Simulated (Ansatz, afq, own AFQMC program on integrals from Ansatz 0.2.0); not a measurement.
BSiH2, doublet in cc-pVDZ, levels against CCSDT(Q)

```yaml
atoms:
  - { symbol: Si, position_ang: [0.0000, 0.0000, 0.5109] }
  - { symbol: B, position_ang: [0.0000, 0.0000, -1.0201] }
  - { symbol: H, position_ang: [0.0000, -1.0258, -1.6479] }
  - { symbol: H, position_ang: [0.0000, 1.0258, -1.6479] }
```

Connectivity, by distances: Si–BH2.

Basis cc-pVDZ. Only valence electrons are correlated. Integrals, coupled cluster, full CI and functionals: Ansatz 0.2.0; the random walks run on the same integrals in our own AFQMC program. The CISD trial takes its coefficients from CCSD amplitudes. Released means that phaseless walkers are propagated on without the constraint, phases kept. Uncertainties: one standard error, sampling alone.

Determinant: UHF, the one that the program's search chose, which needn't be the lowest solution. The geometry is a point of a scan.

No full CI on the walks' own integrals is used here; CCSDT(Q) serves as the reference and is uncertain by about the last step of the cluster series.

Cautions: an unrestricted solution with more broken spin lies lower (11 meV, ⟨S²⟩ 0.90).

```
T1 diagnostic                               : 0.0155
weight of the determinant in the CISD state : 0.882
⟨S²⟩ of the determinant                     : 0.759
size of the correlated space                : 9 electrons in 36 orbitals
```

Reference: CCSDT(Q), correlation energy -5.221 eV. The released energy is read at 1.62 1/Eh, later times being too noisy (meV from the phaseless value at times in 1/Eh: 1 ± 12 at 0.24, 8 ± 10 at 0.51, 8 ± 12 at 0.99, 4 ± 11 at 1.62, -9 ± 18 at 2.40).

```
         level  E − E(reference) (kJ/mol)  share of correlation (%)
            HF                      503.8                      0.00
           MP2                      110.5                     78.06
          CCSD                       17.8                     96.48
       CCSD(T)                        3.6                     99.28
         CCSDT                        0.8                     99.85
 ph-AFQMC/CISD                 -0.3 ± 0.8                    100.06
released AFQMC                  0.1 ± 1.0                     99.99
```

A walk keeps the symmetry of its determinant, which the program's search chose and which needn't be the lowest solution, so a lower state of the same spin and another symmetry isn't excluded. Released energies are given only where the last usable release times agree within the noise; a slower fall can still hide under it.
